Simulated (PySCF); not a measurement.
Two species compared at the same levels of theory.

First species: C5H9P.
Structure used (GFN2-xTB), in Å, numbered top down from 1:
```xyz
15
C5H9P angstrom
C      3.0164    0.2263   -0.1241
C      2.0516   -0.3430    0.5754
C      0.6108    0.0176    0.4678
P     -0.3686   -1.3988   -0.3099
C     -1.9343   -0.8130   -0.3176
C     -2.5083    0.4782    0.1519
H      2.8150    1.0171   -0.8289
H      4.0460   -0.0707   -0.0220
H      2.2799   -1.1388    1.2733
H      0.4849    0.9103   -0.1494
H      0.1973    0.1975    1.4643
H     -2.6654   -1.4935   -0.7398
H     -1.7599    1.1412    0.5755
H     -2.9968    0.9899   -0.6791
H     -3.2730    0.2875    0.9068
```

Second species: C5H9P.
Bonds: C1–C2, C2–C3, C3–C4, C4–C5, C5–P6 (triple). Hydrogens: H7, H8, H9 on C1; H10, H11 on C2; H12, H13 on C3; H14, H15 on C4.

Levels: B3LYP/def2-SVPD for dipole moment, HOMO energy, LUMO energy, HOMO–LUMO gap, static isotropic polarisability and electronic spatial extent ⟨r²⟩ about the centre of nuclear charge; TDDFT B3LYP/def2-SVPD for lowest singlet excitation; TDA B3LYP/def2-SVPD for lowest triplet excitation (Tamm–Dancoff); GFN2-xTB for rotational constant A and rotational constant C. Geometries: GFN2-xTB. Each structure is a single optimised conformer of the isolated species, non-relativistic unless stated; the electronic structure was computed with PySCF and density fitting.

Dipoles, sizes and rotational constants follow the conformer. The torsions of the flexible species, by atom-mapped SMILES:
- `[CH2:1]=[CH:2][CH2:3]/[P:4]=[CH:5]\[CH3:6]`: C1–C2–C3–P4 112°, C2–C3–P4–C5 179°
- `[CH3:1][CH2:2][CH2:3][CH2:4][C:5]#[P:6]`: C1–C2–C3–C4 179°, C2–C3–C4–C5 -64°

Values for the first species:

| Property | Result |
| --- | --- |
| Dipole moment | 1.71 D |
| HOMO energy | -6.75 eV |
| LUMO energy | -1.46 eV |
| HOMO–LUMO gap | 5.29 eV |
| Lowest singlet excitation | 4.40 eV |
| Lowest triplet excitation (Tamm–Dancoff) | 2.87 eV |
| Static isotropic polarisability | 91.0 au |
| Electronic spatial extent ⟨r²⟩ about the centre of nuclear charge | 998 bohr² |
| Rotational constant A | 6.775 GHz |
| Rotational constant C | 1.223 GHz |

Task: Estimate the same properties for the second species, and the change in each.

Result: 
```csv
property,first,second,second less first
dipole moment,1.71 D,1.57 D,-0.14 D
HOMO energy,-6.75 eV,-7.11 eV,-0.36 eV
LUMO energy,-1.46 eV,-1.12 eV,+0.34 eV
HOMO–LUMO gap,5.29 eV,5.99 eV,+0.70 eV
lowest singlet excitation,4.40 eV,4.39 eV,-0.01 eV
lowest triplet excitation (Tamm–Dancoff),2.87 eV,3.38 eV,+0.51 eV
static isotropic polarisability,91.0 au,86.1 au,-4.9 au
electronic spatial extent ⟨r²⟩ about the centre of nuclear charge,998 bohr²,1056 bohr²,+58 bohr²
rotational constant A,6.775 GHz,5.788 GHz,-0.987 GHz
rotational constant C,1.223 GHz,1.095 GHz,-0.128 GHz
```

On the first: The polarisability is 13.49 Å³ as a volume (1 au = 0.148185 Å³), or 1.69 au for each of the 54 electrons. No computed singlet falls in the visible range (750 to 380 nm, 1.65 to 3.26 eV); S1 lies 1.14 eV above its blue end.

On the second: The principal polarisabilities are 68.5, 79.2 and 110.6 au; their mean is the isotropic value. No computed singlet falls in the visible range (750 to 380 nm, 1.65 to 3.26 eV); S1 lies 1.13 eV above its blue end.
